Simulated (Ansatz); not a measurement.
in.yaml

```yaml
crystal:
  periodic: [false, false, false]
  atoms:
    - {symbol: Si, position_ang: [0.000000, 0.000000, 0.000000]}
    - {symbol: N, position_ang: [0.000000, 0.000000, 2.508000]}
basis:
  gaussian: {orbitals: cc-pVDZ}
total_charge: 1
correlation: {method: fic_mrcisd_q, electrons: outside_noble_gas, active_space: {window: {electrons: 2, orbitals: 2}}}
```

```sh
$ ansatz run in.yaml --threads 1 --pin off --events-out ev --progress --plain --max-ram 2393MiB
```

Roughly how long does this take on 1 thread of Arm Neoverse V1, shared host, and how much host memory?

1.6 s wall and 0.2 GiB.

```
321 factors; integrals over basis functions are off by at most 6.3e-4 eV
mean field evaluation 1: about -9309.9315 eV, gradient 6.4e1 eV
mean field evaluation 2: about -9309.9326 eV, gradient 6.4e1 eV
mean field evaluation 4: about -9320.7728 eV, gradient 2.9e1 eV
mean field evaluation 8: about -9324.9617 eV, gradient 1.2e-1 eV
mean field evaluation 16: about -9324.9609 eV, gradient 8.5e-4 eV
mean field evaluation 32: about -9327.9734 eV, gradient 7.8e-1 eV
mean field evaluation 64: about -9327.9819 eV, gradient 3.6e-6 eV
mean field evaluation 96: about -9327.9819 eV, gradient 2.3e-6 eV
mean field evaluation 128: about -9325.1358 eV, gradient 2.5e-5 eV
mean field evaluation 160: about -9325.1358 eV, gradient 5.0e-2 eV
...
contracted CI cycle   8: correlation -5.33919986 eV, -0.1962119759 hartree, residual 1.01e-1 eV
contracted CI cycle   9: correlation -5.33948144 eV, -0.1962223238 hartree, residual 5.09e-2 eV
contracted CI cycle  10: correlation -5.33954867 eV, -0.1962247944 hartree, residual 2.90e-2 eV
contracted CI cycle  11: correlation -5.33958165 eV, -0.1962260063 hartree, residual 2.41e-2 eV
contracted CI cycle  12: correlation -5.33960122 eV, -0.1962267254 hartree, residual 1.50e-2 eV
contracted CI cycle  13: correlation -5.33960732 eV, -0.1962269495 hartree, residual 6.27e-3 eV
contracted CI cycle  14: correlation -5.33960828 eV, -0.1962269848 hartree, residual 2.31e-3 eV
contracted CI cycle  15: correlation -5.33960839 eV, -0.1962269890 hartree, residual 8.50e-4 eV
contracted CI cycle  16: correlation -5.33960841 eV, -0.1962269897 hartree, residual 3.70e-4 eV
contracted CI cycle  17: correlation -5.33960841 eV, -0.1962269898 hartree, residual 1.59e-4 eV
state -9328.46271237 eV, -342.8146816204 hartree; corrected -9334.82634533 eV, -343.0485408183 hartree
state -9328.46271237 eV, -342.8146816204 hartree; corrected -9334.82634533 eV, -343.0485408183 hartree
the orbitals are reached from a further start. From the first start the search ends at -9329.41736821 eV, -342.8497645754 hartree
WARN: the results are in doubt because another end's mean lies 0.955 eV lower, and its corrected mean 0.087 eV higher
Total energy: -9334.82634533 eV, -343.0485408183 hartree
In doubt: another end's mean lies 0.955 eV lower, and its corrected mean 0.087 eV higher
```
